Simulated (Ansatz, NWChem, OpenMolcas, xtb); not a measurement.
**Ligand exchange: ClF + SiH3(BH2) → SiH3F + BH2Cl**

Species: ClF (chlorine monofluoride), singlet; SiH3(BH2) (boranylsilane), singlet; SiH3F `F[SiH3]`, singlet; BH2Cl `BCl`, singlet. The partners trade Cl for SiH3: F–Cl and B–SiH3 bonds give way to F–SiH3 and B–Cl.

Shapes, held fixed at every level: PBE0-D4/def2-TZVP. Programs: Ansatz 0.2.0, NWChem 7.3.0, OpenMolcas 26.06, xtb 6.7.1. A level may come from different programs for different species; with the same settings they agree closely. Electronic energies: no zero-point or thermal term.

| level | kind | ΔE (kJ/mol) |
| --- | --- | --- |
| GFN0-xTB | semi-empirical | -487.1 |
| HF/STO-3G | Hartree–Fock | -374.5 |
| PBE0/STO-3G | global hybrid | -370.9 |
| wB97X/STO-3G | range-separated hybrid | -362.1 |
| RPA@PBE/STO-3G | RPA | -297.2 |
| BCCD(T)/STO-3G | coupled cluster or CI | -332.8 |
| CCSD(T)/STO-3G | coupled cluster or CI | -333.0 |
| CCSDTQ/STO-3G | coupled cluster or CI | -333.9 |
| B3LYP/6-31G* (Cartesian functions) | global hybrid | -534.3 |

B3LYP/6-31G* (Cartesian functions) gives ΔE = -534.3 kJ/mol; the levels span -534.3 to -297.2. The median of the levels is -362.1. No measured value is set beside it here. B3LYP/6-31G* (Cartesian functions) lies outside the range of all other levels here, so it shouldn't be taken on trust. Rows in sets without polarisation functions are far from converged.
